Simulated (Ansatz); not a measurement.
bcc W was calculated with r²SCAN (Ansatz, a quantum-chemistry and plane-wave program, plane waves, PAW).

A relaxed, unreconstructed slab of the (110) face has 6 atoms, two equal faces of 7.100 Å² each and an energy of -62380.6660 eV. A bulk cell of 2 atoms with the same orientation and in-plane k mesh has -20794.5967 eV. Energies are extrapolated to zero smearing.

Run with plane-wave cutoff 500 eV, 22×22×1 k mesh (along the axes of the cell as run), Fermi–Dirac smearing 0.1 eV, scalar-relativistic PAW data made under PBE.

Worked out: γ = (E_slab − N E_bulk per atom)/2A = [-62380.6660 − 6 × (-20794.5967/2)]/(2 × 7.100) = 0.2200 eV/Å². With 16.022 J/m² per eV/Å² this is 3.52 J/m², or 1.56 eV per surface cell and face.
